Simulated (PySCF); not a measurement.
**Towards the basis-set limit for CO⁺**

State: ²Σ⁺, doublet, unpaired electrons σ ↑. De refers to C⁺ + O. ROHF-based CCSD(T) in PySCF 2.14 with C cc-pVTZ, O cc-pVTZ and C cc-pVQZ, O cc-pVQZ (frozen core orbitals: 2; no relativity). Correlation energies are extrapolated as n⁻³ (n = 3, 4), Hartree–Fock as (n+1)·exp(−9√n). CV is the change on freezing 0 orbitals instead, in C cc-pwCVTZ, O cc-pwCVTZ. SR is the spin-free X2C energy in C cc-pVTZ-DK, O cc-pVTZ-DK less the non-relativistic one in C cc-pVTZ, O cc-pVTZ.

| Level | Re (Å) | ωe (cm⁻¹) | ωexe (cm⁻¹) | αe (cm⁻¹) | De (eV) |
| --- | --- | --- | --- | --- | --- |
| CCSD(T)/TZ | 1.1231 | 2190.6 | 14.9 | 0.0186 | 8.199 |
| CCSD(T)/QZ | 1.1182 | 2209.0 | 15.0 | 0.0188 | 8.345 |
| HF/CBS | 1.0762 | 2620.7 | n/a | 0.0154 | 5.481 |
| MP2/CBS | 1.1230 | 2123.2 | 15.1 | 0.0207 | 9.142 |
| CCSD/CBS | 1.1062 | 2331.0 | 13.8 | 0.0172 | 8.041 |
| CCSD(T)/CBS | 1.1163 | 2219.3 | 15.1 | 0.0188 | 8.425 |
| CCSD(T)/CBS+CV | 1.1142 | 2229.0 | 15.1 | 0.0188 | 8.482 |
| CCSD(T)/CBS+CV+SR | 1.1141 | 2227.7 | 15.1 | 0.0188 | 8.471 |

Q: How much is left between CCSD(T)/QZ and the basis-set limit, and how much do the triples give at the limit?

A: CCSD(T)/CBS less CCSD(T)/QZ: -1.9 mÅ in Re, +10.3 cm⁻¹ in ωe and +0.080 eV in De. CCSD(T)/CBS less CCSD/CBS: +10.1 mÅ in Re, -111.7 cm⁻¹ in ωe and +0.384 eV in De.

Q: What do the later terms add?

A: CV: -2.1 mÅ in Re, +9.7 cm⁻¹ in ωe and +0.057 eV in De; SR: -0.1 mÅ in Re, -1.3 cm⁻¹ in ωe and -0.011 eV in De, each against the row above.

The T1 diagnostic is 0.035. The state was picked by a PBE0 search and need not be the measured ground state. Spin–orbit coupling, excitations beyond (T) and corrections to the Born–Oppenheimer picture are left out.

The whole job (state search and all basis sets along the bond) took about 8.7 min on 4 threads of Arm Neoverse V2 (shared host), peak memory 7.6 GiB.
